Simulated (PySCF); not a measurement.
CH2F2, charge +1, multiplicity 2. Atoms are numbered in the order given.

```xyz
5

F     -1.0845     0.0000     0.2724
C      0.0000     0.0000    -0.4014
F      1.0845     0.0000     0.2724
H      0.0000     0.8131    -1.2476
H      0.0000    -0.8131    -1.2476
```
Charge +1, spin multiplicity 2.

Coordinates come from a ωB97X-D3(BJ)/def2-TZVP optimisation. The spin state was assumed, not searched.

The numbers are results of TDA-M06-2X/def2-SVPD in PySCF, not measurements.

Vertical excitations. Gas-phase values at a fixed geometry.

```
state    energy (eV)  λ (nm)      f                                                main pairs
-------  -----------  ------  -----  --------------------------------------------------------
root 1          3.57     347  0.008                                        β HOMO−1→LUMO 98 %
root 2          3.77     329  0.000                                        β HOMO−2→LUMO 99 %
root 3          4.67     266  0.063                                          β HOMO→LUMO 96 %
root 4          7.68     161  0.057                                        β HOMO−3→LUMO 95 %
root 5          7.83     158  0.000                                        β HOMO−4→LUMO 99 %
root 6          8.03     154  0.008                                        β HOMO−5→LUMO 97 %
root 7         11.12     111  0.025                      α HOMO→LUMO 77 %, β HOMO−6→LUMO 14 %
root 8         11.63     107  0.091  α HOMO→LUMO+2 18 %, α HOMO→LUMO 13 %, β HOMO−6→LUMO 64 %
root 9         11.82     105  0.000                                        α HOMO→LUMO+3 89 %
root 10        11.88     104  0.125                                        α HOMO→LUMO+1 87 %
```
Unrestricted roots are not spin-pure.
